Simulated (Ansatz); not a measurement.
The input, for Ansatz 0.2.0:

```yaml
crystal:
  periodic: [false, false, false]
  atoms:
    - {symbol: B, position_ang: [-0.165120, 0.000000, 0.000000]}
    - {symbol: H, position_ang: [-0.761854, 1.033571, 0.000000]}
    - {symbol: H, position_ang: [-0.761854, -1.033571, 0.000000]}
    - {symbol: H, position_ang: [1.233880, 0.000000, 0.000000]}
    - {symbol: H, position_ang: [2.060880, 0.000000, 0.000000]}
basis:
  gaussian: {orbitals: cc-pVDZ}
magnetization: {spin_polarized: false, initial_magnetization: 1}
correlation: {method: fci, electrons: outside_noble_gas}
```

```sh
$ ansatz run in.yaml --threads 2 --pin off --events-out ev --progress --plain --max-ram 16896MiB --backend cuda --devices 0, --max-vram 18GiB
```

Task: Roughly how long does this take on 2 threads of AMD EPYC 7R13 with a shared H100 80 GB, shared host, and how much host memory?

Result: 7 s wall and 0.93 GiB.

```
597 factors; integrals over basis functions are off by at most 1.9e-7 eV
mean field evaluation 1: about -729.6886 eV, gradient 9.5e0 eV
mean field evaluation 2: about -729.6885 eV, gradient 9.5e0 eV
mean field evaluation 4: about -730.3149 eV, gradient 5.2e-1 eV
mean field evaluation 8: about -730.3171 eV, gradient 2.7e-4 eV
mean field evaluation 16: about -729.4503 eV, gradient 2.8e-6 eV
mean field evaluation 32: about -729.4503 eV, gradient 2.8e-6 eV
mean field -730.31711612 eV, -26.8386589908 hartree, gradient 6.5e-7 eV, S^2 0.750000; 6 other end points of the search recorded, 0 dependent functions left out
mean field evaluation 64: about -729.6134 eV, gradient 6.9e-1 eV
determinant -730.31711612 eV, -26.8386589908 hartree, with singles and doubles -734.05485343 eV, -26.9760183035 hartree
determinant -729.45030700 eV, -26.8068043431 hartree, with singles and doubles -733.33066992 eV, -26.9494050501 hartree
1 core orbitals not correlated: weight in the atoms' cores, before any rotation towards them, 1.000 or more for the frozen orbitals, at most 0.000 for the correlated occupied ones
reference -730.31711612 eV, -26.8386589908 hartree; 4, 3 occupied and 29, 30 virtual orbitals, 597 factors
state -734.12829808 eV, -26.9787173445 hartree
Total energy: -734.12829808 eV, -26.9787173445 hartree
```

Natural occupations: 1.9602 1.9559 1.9558 0.9906 0.0224 0.0194 0.0182 0.0180 0.0093 0.0090 0.0066 0.0059 0.0057 0.0053 0.0031 0.0028 0.0027 0.0022 0.0013 0.0011 0.0008 0.0007 0.0006 0.0005.
